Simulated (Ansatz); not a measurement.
Two structures of BSiH6Cl, closed shell, reached by relaxing down either side of one saddle point (PBE0-D4/def2-TZVP). Energies are electronic, without zero-point energy. Program: Ansatz 0.2.0. Basis: def2-TZVPP and def2-QZVPP. Cores are frozen in the correlated methods. Extrapolation: Hartree–Fock as exp(−7.88 √X), correlation as X^−2.97. First:

```xyz
9
angstrom
B -0.9937 -0.3714 0.1952
Si 0.9938 -0.5731 -0.0423
H -1.6911 -0.5519 -0.7619
H -1.4795 -0.6004 1.2668
H -0.2982 2.1242 -0.5669
Cl -1.1707 1.8036 0.3237
H 1.3653 -1.9445 -0.4941
H 1.4791 0.3785 -1.0981
H 1.7949 -0.2650 1.1775
```

Second:

```xyz
9
angstrom
B -1.1092 0.2059 0.2198
Si 1.0287 -0.2908 -0.1946
H -0.9705 -0.5368 -0.7351
H -1.7640 -0.3101 1.0777
H 0.0052 0.2280 0.9403
Cl -1.4676 1.9220 -0.2195
H 1.0119 -1.7671 -0.2113
H 1.0935 0.3672 -1.5116
H 2.1721 0.1817 0.6343
```

Which bonds change from the first to the second?

BSiH₆Cl ([SiH3][BH2][ClH]) → BSiH₆Cl ([Cl][BH2]1[H][SiH3]1); bonds formed: B1–H5, Si2–H5; dative contacts that become bonds: B1–Cl6; bonds broken: H5–Cl6; bonds weakened to dative contacts: B1–Si2.

Give the saddle point's structure and its height above each. (An estimate is asked for; the value comes from the calculation.)

By the calculation: 42.3 kJ/mol above the first and 140.1 kJ/mol above the second (CCSD(T) at an estimated basis limit (MP2 extrapolated from triple and quadruple zeta, plus CCSD(T) − MP2 in triple zeta)).
| atom | x (Å) | y (Å) | z (Å) |
| --- | --- | --- | --- |
| B1 | -0.9856 | -0.2068 | 0.0988 |
| Si2 | 1.0477 | -0.4181 | -0.1369 |
| H3 | -1.6039 | -0.4403 | -0.8925 |
| H4 | -1.3733 | -0.5297 | 1.1782 |
| H5 | -0.2812 | 1.2678 | 0.0941 |
| Cl6 | -1.4104 | 2.0270 | 0.2446 |
| H7 | 1.1228 | -1.9062 | -0.1707 |
| H8 | 1.6033 | 0.1245 | -1.4057 |
| H9 | 1.8807 | 0.0818 | 0.9901 |

The T1 diagnostic stays at or below 0.013.

Labels in which every atom is bracketed show which atoms are joined, not bond orders.

For scale, one of the runs: CCSD(T)/def2-TZVPP, 199 basis functions, launched by `ansatz run in.yaml --threads 2 --pin off --events-out ev --progress --plain --max-ram 4352MiB`. Hardware: 2 CPU threads of an Arm Neoverse V2, shared host. Wall time 42 s; peak host memory 2.2 GiB.
